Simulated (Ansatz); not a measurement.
# CSi2: the cost of one run

Method: cc-pVTZ, core rule «outside noble gas», up to 11 orbitals frozen; program: Ansatz 0.2.0, Gaussian basis.

To be run: UHF; CCSD(T) on ROHF; CCSD(T) on UHF; BCCD(T) on ROHF; CCSDT(Q) on ROHF; CCSDT(Q) on UHF.

4 further runs of the same task are left out: 4 set aside as unsound or not needed.

## 1. The geometry

The geometry is a PBE0/def2-TZVP stationary point (not a proven minimum) of the parent state, kept for this charge and spin.

3 atoms, charge 1, spin multiplicity 2.

Atoms are counted from 1 here; the program's logs count them from 0.

Bond lengths: C1–Si2 1.825 Å, C1–Si3 1.757 Å, Si2–Si3 2.287 Å. Angles: Si2–C1–Si3 79.3°, C1–Si2–Si3 49.0°, C1–Si3–Si2 51.6°.

## 2. UHF

File in.yaml:

```yaml
crystal:
  periodic: [false, false, false]
  atoms:
    - {symbol: C, position_ang: [0.000000, -1.134324, -0.058627]}
    - {symbol: Si, position_ang: [0.000000, 0.227422, 1.155842]}
    - {symbol: Si, position_ang: [0.000000, 0.257669, -1.130771]}
basis:
  gaussian: {orbitals: cc-pVTZ}
total_charge: 1
magnetization: {spin_polarized: true, initial_magnetization: 1}
hamiltonian: {xc: hf}
output: {orbitals: {seedname: orbitals}}
```

Command:

```bash
> ansatz run in.yaml --threads 1 --pin off --events-out ev --progress --plain --max-ram 2816MiB --backend cpu
```

Q: Estimate wall time and peak memory on 1 thread of AMD EPYC 7R13, shared host.

About 11 s, with a peak of 0.29 GiB.
